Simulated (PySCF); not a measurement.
Species: C4H9S (doublet state).
SMILES with atom numbers: `[CH3:1][S:2][C:3]([CH3:4])[CH3:5]` (hydrogens: H6, H7, H8 on C1; H9, H10, H11 on C4; H12, H13, H14 on C5)

Geometry (GFN2-xTB, Å), atoms numbered from 1 in this order:
```xyz
14
C4H9S angstrom
C      2.2833   -0.2630    0.3316
S      0.8011   -1.1595    0.9193
C     -0.5008   -0.2210    0.2781
C     -0.5070    1.2630    0.3985
C     -1.8020   -0.9271    0.1244
H      2.4517    0.6216    0.9380
H      2.1500   -0.0032   -0.7135
H      3.1140   -0.9514    0.4472
H      0.4644    1.6960    0.1683
H     -0.7807    1.5809    1.4119
H     -1.2434    1.6802   -0.2874
H     -2.2963   -0.6063   -0.7952
H     -1.6490   -2.0027    0.0852
H     -2.4859   -0.7079    0.9515
```

The hyperfine couplings belong to this conformer and change with its torsions.

Method used: PySCF 2.14.0, UKS B3LYP, pcH-1 on C H S, non-relativistic, mean-field spin-orbit, GIAO. Isolated species at its GFN2-xTB geometry (one conformer only). Couplings are sensitive to structure, and on GFN2-xTB geometries they can be far from those on DFT ones. No stability test was run, so a lower SCF solution isn't excluded.

Task: Match the computed a_iso(13C) values +130.6, -28.7, +24.2, -13.0 MHz with the sites C1; C3; C4; C5.

Result: 
```csv
site,a_iso (MHz),ρ(0) (bohr⁻³),position,distance from C3 (Å),spin population,largest |T| (MHz)
C1,+24.2,+0.0215,2 bonds from C3,2.78,+0.01,4.9
C3,+130.6,+0.1160,largest spin population,0.00,+0.82,143.1
C4,-13.0,-0.0116,1 bond from C3,1.49,-0.06,3.7
C5,-28.7,-0.0256,1 bond from C3,1.49,-0.07,2.1
```

Task: The isotropic 1H couplings, averaged over equivalent nuclei, are +58.4, +54.2, +3.9 MHz. Assign them to H6/H7/H8; H9/H10/H11; H12/H13/H14.

Result: 
```
       site  a_iso (MHz)  ρ(0) (bohr⁻³)            position  distance from C3 (Å)  bound to  spin population there  largest |T| (MHz)
   H6/H7/H8         +3.9        +0.0009  γ, 3 bonds from C3                  3.22        C1                  +0.01                4.9
 H9/H10/H11        +54.2        +0.0121  β, 2 bonds from C3                  2.14        C4                  -0.06                8.2
H12/H13/H14        +58.4        +0.0131  β, 2 bonds from C3                  2.14        C5                  -0.07                7.9
```

ρ(0) is the spin density at the nucleus and T the dipolar tensor; a_iso includes a spin–orbit part; entries for several nuclei are means. Largest spin populations (Mulliken): C3 (+0.82), S2 (+0.12), C5 (-0.07) and H10 (+0.06). C3 is the only atom above +0.15. The positive populations add up to 1.13 and the negative ones to -0.13, together 2S = 1. The angles at C3 add up to 355.5°, so it is nearly planar.

β density exceeds α density at some nuclei, such as C5 (-0.0256) and C4 (-0.0116), spin density in bohr⁻³. In a single determinant that takes different orbitals for the two spins, that is spin polarisation.

Nuclei that the bonding pattern makes equivalent are averaged, as if the motion that swaps them (rotation, inversion, ring flip) were fast. C4 and C5, with what hangs on them, aren't averaged: C3 is flat or nearly so (angle sum 356°), and its turn about the short C3–S2 bond (1.73 Å) is taken as slow. The three 1H nuclei of mean +54.2 MHz run from 17.2 to 114.3 MHz in the frozen geometry. The three 1H nuclei of mean +58.4 MHz run from 4.0 to 98.3 MHz in the frozen geometry.
